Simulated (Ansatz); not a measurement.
# Basis-set limit of SiH2⁺, doublet

```yaml
atoms:
  - { symbol: Si, position_ang: [0.0000, -0.0507, 0.0000] }
  - { symbol: H, position_ang: [0.0000, 0.7069, -1.2784] }
  - { symbol: H, position_ang: [0.0000, 0.7069, 1.2784] }
```

Ansatz 0.2.0, UHF determinant, valence electrons correlated. Energies in eV.

```json
{"set": "def2-TZVPP", "X": "3", "functions": "70", "Hartree–Fock": "-7884.1426", "MP2 correlation": "-2.0578", "CCSD(T) correlation": "-2.6715", "time": "4.8 s on 1 × NVIDIA H100 80GB HBM3 with 1 thread of AMD EPYC 7R13 Processor (Zen 3), with other jobs on the host"}
{"set": "def2-QZVPP", "X": "4", "functions": "130", "Hartree–Fock": "-7884.3811", "MP2 correlation": "-2.2041", "CCSD(T) correlation": "-2.7879", "time": "3.1 s on 1 × NVIDIA H100 80GB HBM3 with 1 thread of AMD EPYC 7R13 Processor (Zen 3) (shared host)"}
```

Hartree–Fock is taken to follow E(X) = E∞ + A·exp(−7.88·√X), correlation E(X) = E∞ + B·X^−2.97.

**Question.** Work out the CCSD(T) energy at the limit, and how far the shortcut misses it that extrapolates MP2 and adds CCSD(T) minus MP2 from the smaller set.

**Answer.** Hartree–Fock: E∞ = E4 + 0.1377·(E4 − E3) = -7884.4140. Correlation: E∞ = E4 + 0.7407·(E4 − E3) = -2.8741 for CCSD(T) and -2.3125 for MP2. The limit is -7887.2881 eV, 0.119 eV below def2-QZVPP. The shortcut gives a correlation energy of -2.3125 + (-0.6137) = -2.9262, 52 meV lower than the direct value.

Past Ne part of the Hartree–Fock step between the two sets comes from the cores, which don't follow the formula, so the 33 meV that it adds to the total can overshoot; that part largely cancels in differences.
